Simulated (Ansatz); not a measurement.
Input for Ansatz (development build ahead of 0.2.0):

```yaml
crystal:
  periodic: [false, false, false]
  atoms:
    - { symbol: O, position_ang: [0.15266, 0.35344, 0.2764] }
    - { symbol: O, position_ang: [-0.86429, 0.52146, -0.37508] }
    - { symbol: O, position_ang: [0.71329, -0.85098, 0.13127] }
basis:
  gaussian: { orbitals: def2-SVP }
total_charge: 1
magnetization:
  spin_polarized: true
  initial_magnetization: 1
hamiltonian:
  xc: hf
correlation:
  method: mp2
  frozen_orbitals: { O: 1 }
output:
  forces: true
```

The input is written out in the form of the current development build from the run's settings.

The run gave:

```yaml
Converged: yes
Reference_energy: -223.71378 hartree
Correlation_energy: -0.45964 hartree
Total_energy: -224.17343 hartree
Spin_squared_of_the_determinant: 1.679
Stability_test: minimum
```

Forces (eV/Å):
```
atom      Fx      Fy      Fz
  O1   1.261  -0.738   0.568
  O2  -1.366   0.488  -0.756
  O3   0.105   0.251   0.189
```

Caution: the unrestricted determinant is a mixture of spin states; MP2 on this radical cation hangs on the determinant chosen.
